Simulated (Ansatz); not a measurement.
**Forces on a displaced structure**

SiOF (SMILES O=[Si]F), doublet, displaced at random from a GFN2-xTB minimum.

```xyz
3
angstrom
O 0.1917 1.2607 0.2213
Si 0.4442 -0.2018 0.1649
F -0.5453 -1.1654 -0.6301
```

Computed with Ansatz 0.2.0 (basis: def2-TZVPP); correlated methods freeze the cores; orbitals are unrestricted.

CCSD(T) forces from the calculation:
```json
{"atom": "O1", "Fx": "-0.127", "Fy": "2.729", "Fz (eV/Å)": "0.331"}
{"atom": "Si2", "Fx": "-0.163", "Fy": "-2.503", "Fz (eV/Å)": "-0.487"}
{"atom": "F3", "Fx": "0.290", "Fy": "-0.227", "Fz (eV/Å)": "0.156"}
```

Root-mean-square difference of the force components from those of CCSD(T): PBE0-D4 0.253; wB97M-V 0.240; r2SCAN-D4 0.151; PBE-D4 0.386; LC-wPBE 0.485; wB97X-V 0.259 eV/Å.

The T1 diagnostic stays at or below 0.024. ⟨S²⟩ of the unrestricted Hartree–Fock references: 0.76 (a pure state has 0.75). These are differences at one structure, and CCSD(T) in triple zeta is itself an approximation.

For scale, one of the runs: CCSD(T)/def2-TZVPP forces, 104 basis functions (an equivalent command: `ansatz run in.yaml --threads 4`). The run took 35 s on 4 CPU threads (shared host), with 1.2 GiB of host memory at its peak.
